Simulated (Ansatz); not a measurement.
The reference is GaP in the zinc blende structure (space group F-43m, No. 216; a = 5.452 Å).

All numbers come from Ansatz (a program for electronic structure) r2SCAN, scalar-relativistic without spin-orbit coupling, earlier PAW set.

The change: every Ga is replaced by B; the structure is relaxed again.

Measured lattice parameter a: GaP 5.439 Å (static lattice; corrected from measurement; as listed in Daniel Mejia-Rodriguez, S. B. Trickey, Phys. Rev. B (2018)); BP 4.525 Å (static lattice; corrected from measurement; as listed in Daniel Mejia-Rodriguez, S. B. Trickey, Phys. Rev. B (2018)).

How well does r2SCAN reproduce the measured shift?

With r2SCAN the lattice parameter a moves by -0.915 Å (5.452 → 4.536) against -0.914 Å measured.

Whether these cells are dynamically stable was not tested.
